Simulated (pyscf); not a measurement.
This saddle point was located with ωB97X-D3(BJ)/def2-SVP in PySCF.

```xyz
6

F     -0.5990     0.8749     0.2570
Si     0.6993     0.9518    -1.1746
F      1.7526     0.2659    -0.1013
F      0.0897    -0.4039    -1.8578
H     -0.3209     0.0533     0.8878
H      0.1392    -0.7880     1.3902
```
Charge 0, spin multiplicity 2.

Surface: doublet, charge 0. Lowest wavenumbers (cm⁻¹): 2255i, 108, 192, 241, 291.

Q: What reaction is this the transition state of?

A: F–Si•(F)–F + H₂ ⇌ HF + F–Si:–F [singlet] + H•, a concerted fragmentation read from left to right: F–Si, H–H broken and F–H formed. At ωB97M-D3(BJ)/def2-TZVP it lies +77.1 kcal/mol from the left side and +5.5 kcal/mol from the right (each side as separated species at their lowest minima found). On the product side the descent ends in a complex, 4.7 kcal/mol under the separated species and 9.9 kcal/mol under the saddle at ωB97X-D3(BJ)/def2-TZVP. At ωB97X-D3(BJ)/def2-TZVP the barrier from the zero used here is 81.8 kcal/mol. The same reactants have a lower exit, to F–SiH(F)–F + H• (barrier +11.2 kcal/mol at ωB97M-D3(BJ)/def2-TZVP, against +77.1 kcal/mol here). This is the saddle that the search found; another between the same sides may lie lower.
